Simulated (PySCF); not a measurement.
Numbering as in the mapped SMILES `[CH2:1]=[CH:2][C:3]([CH3:4])([CH3:5])[CH3:6]` (H(Xn): hydrogen on atom n). Ha(C1) is cis to C3; Hb(C1) is trans to C3.

GIAO shifts from PySCF on PBE0-D3(BJ)/def2-SVP geometries (one conformer, non-relativistic, equivalent nuclei averaged), against TMS at the same level and in the same medium; PCM means IEF-PCM chloroform.

Measured (solution, not stated per compound (mostly CDCl3 or CCl4); Pretsch, Buehlmann, Badertscher, Structure Determination of Organic Compounds, 4th ed. (2009); solution, not stated in the table (CDCl3 in this author's series); The use of chemical shift calculations in the conformational analysis of substituted benzenes, New J. Chem. 2019 (ESI)): C3 33.8, C4/C5/C6 29.4, H(C4)/H(C5)/H(C6) 1.01, H(C2) 5.85 ppm.

Question: Which unscaled values do PBE0/pcSseg-1, gas; PBE0/pcSseg-1, PCM; WP04/pcSseg-1, PCM; wB97X-D/pcSseg-1, PCM give, and how close are they?

Answer: 
| atoms | measured | PBE0/pcSseg-1, gas | PBE0/pcSseg-1, PCM | WP04/pcSseg-1, PCM | wB97X-D/pcSseg-1, PCM |
| --- | --- | --- | --- | --- | --- |
| C3 | 33.8 | 34.7 | 35.6 | 39.8 | 34.9 |
| C4/C5/C6 | 29.4 | 30.3 | 30.4 | 30.1 | 30.7 |
| H(C4)/H(C5)/H(C6) | 1.01 | 1.01 | 1.02 | 1.00 | 1.02 |
| H(C2) | 5.85 | 6.08 | 6.23 | 5.80 | 6.20 |

Mean absolute error for 13C: PBE0/pcSseg-1, gas 0.9, PBE0/pcSseg-1, PCM 1.4, WP04/pcSseg-1, PCM 3.4, wB97X-D/pcSseg-1, PCM 1.2 ppm.

Mean absolute error for 1H: PBE0/pcSseg-1, gas 0.12, PBE0/pcSseg-1, PCM 0.20, WP04/pcSseg-1, PCM 0.03, wB97X-D/pcSseg-1, PCM 0.18 ppm.
